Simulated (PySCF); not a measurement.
**Telling isomers of C$_{5}$H$_{9}$F apart by NMR**

Method: B3LYP/pcJ-1 coupling constants (spin–dipole term left out of most H,H and C,H couplings), σ from GIAO-PBE0/pcSseg-1, structure optimised with PBE0-D3(BJ)/def2-SVP, in PySCF 2.14 (one conformer, fast rotation and ring inversion assumed for equivalent nuclei, relativity neglected, no solvent model).

δ = σ(ref) − σ, references computed at the same level: 1H, 13C against TMS. Multiplet labels drop J under 1 Hz and among equivalent protons, and merge close values. Unscaled 3J(H,H) run several per cent high. Vicinal couplings that depend on rotamer populations or ring flexing (ring, CH–CH, X–H and H–F types) are those of the one conformer. One-bond C–F couplings are unscaled and too large by tens of Hz. Shifts are as computed. Against solution values, carbons near 30 ppm lie about +2 ppm off and those near 130 ppm about +5 ppm. Of 1211 compounds with measured shifts, 218 miss one by over three times the rms of a fit or turn the order of signals round; such compounds aren't used in these exercises.

(1) Tabulate the signals of `CC(C)=CCF`, `CC(C)=C(C)F`, `C/C=C(\F)CC` and their relative energies.

(2) What is the quickest way to tell CC(C)=CCF from C/C=C(\F)CC?

(3) What is the quickest way to tell CC(C)=C(C)F from C/C=C(\F)CC?

(4) What is the quickest way to tell CC(C)=CCF from CC(C)=C(C)F?

Results:

(1) 
```tsv
SMILES	carbon types	δC	δH	E rel. (kcal/mol)
CC(C)=CCF	1×C 1×CH 1×CH2 2×CH3	143.1, 130.4, 80.1, 28.4, 19.0	5.75 (d of t of sept, 1H), 4.94 (d of d of sept, 2H), 1.78 (dq, 3H), 1.67 (ddt, 3H)	7.2
CC(C)=C(C)F	2×C 3×CH3	158.2, 113.2, 19.9, 16.6, 15.3	1.93 (d of sept, 3H), 1.67 (dq, 3H), 1.62 (dq, 3H)	0.0
C/C=C(\F)CC	1×C 1×CH 1×CH2 2×CH3	169.4, 106.0, 29.9, 13.6, 11.3	4.55 (dq, 1H), 2.04 (dqq, 2H), 1.70 (ddt, 3H), 1.11 (t, 3H)	1.4
```

Energies are electronic energies at PBE0/pcSseg-1 on these geometries, without zero-point or thermal terms, each for the one conformer computed, which needn't be the lowest.

(2) Both give the same number of carbon signals, with the same numbers of each carbon type, so the positions decide. The first has an allylic sp3 CH2 bonded to F at 80.1 ppm, the second an allylic sp3 CH2 at 29.9 ppm. Their most deshielded carbons lie at 143.1 and 169.4 ppm. In the proton spectra the most deshielded non-exchanging signals are 5.75 (d of t of sept, J = 12.2, 7.9, 1.9 Hz, 1H) and 4.55 (dq, J = 27.4, 8.0 Hz, 1H).

(3) Both give the same number of carbon signals, but DEPT or the intensities differ. The first has a fully substituted alkene carbon (C) at 113.2 ppm, the second an alkene CH at 106.0 ppm. Their most deshielded carbons lie at 158.2 and 169.4 ppm. In the proton spectra the most deshielded non-exchanging signals are 1.93 (d of sept, J = 17.2, 1.7 Hz, 3H) and 4.55 (dq, J = 27.4, 8.0 Hz, 1H).

(4) Both give the same number of carbon signals, but DEPT or the intensities differ. The first has an alkene CH at 130.4 ppm, the second a fully substituted alkene carbon (C) at 113.2 ppm. Their most deshielded carbons lie at 143.1 and 158.2 ppm. In the proton spectra the most deshielded non-exchanging signals are 5.75 (d of t of sept, J = 12.2, 7.9, 1.9 Hz, 1H) and 1.93 (d of sept, J = 17.2, 1.7 Hz, 3H).
